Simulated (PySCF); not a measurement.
LiO⁺: frontier orbitals

PBE0 at R = 2.103 Å; Li aug-cc-pVDZ, O aug-cc-pVDZ; no relativity (PySCF 2.14). State: ³Σ⁻ (triplet), unpaired electrons π ↑↑. Only the outer orbitals are listed, counted within each symmetry.

| spin | orbital | occ. | ε (eV) | on Li (%) | main shells (%) |
| --- | --- | --- | --- | --- | --- |
| α | 3σ | 1 | -35.76 | 1 | 98 O s |
| α | 1π | 1 | -19.96 | 1 | 99 O p |
| α | 1π | 1 | -19.96 | 1 | 99 O p |
| α | 4σ | 1 | -18.14 | 4 | 96 O p |
| α | 5σ | 0 | -6.07 | 85 | 81 Li s, 9 O s |
| α | 2π | 0 | -4.45 | 100 | 100 Li p |
| α | 2π | 0 | -4.45 | 100 | 100 Li p |
| β | 3σ | 1 | -30.91 | 2 | 97 O s |
| β | 4σ | 1 | -16.66 | 6 | 94 O p |
| β | 1π | 0 | -11.08 | 3 | 97 O p |
| β | 1π | 0 | -11.08 | 3 | 97 O p |
| β | 5σ | 0 | -5.94 | 87 | 80 Li s |

Task: Which are the highest filled and the lowest empty level, where do they sit, and how wide is the gap?

Result: Highest filled β 4σ at -16.66 eV (in %: 94 O p); lowest empty β 1π at -11.08 eV (in %: 97 O p); the gap at PBE0 is 5.58 eV.

```
bond order (Mayer)                                                                                                : 0.28
⟨S²⟩                                                                                                              : 2.004
charge on Li (Mulliken, basis-dependent)                                                                          : 0.85
charge on Li (Löwdin, basis-dependent)                                                                            : 0.83
dipole moment (positive dipole points towards O; it is taken about the centre of mass and depends on that origin) : -6.24 D
polarisability along the bond                                                                                     : 6.0 bohr³
polarisability across the bond                                                                                    : 4.8 bohr³
```

The state was picked by a PBE0 search and need not be the measured ground state.
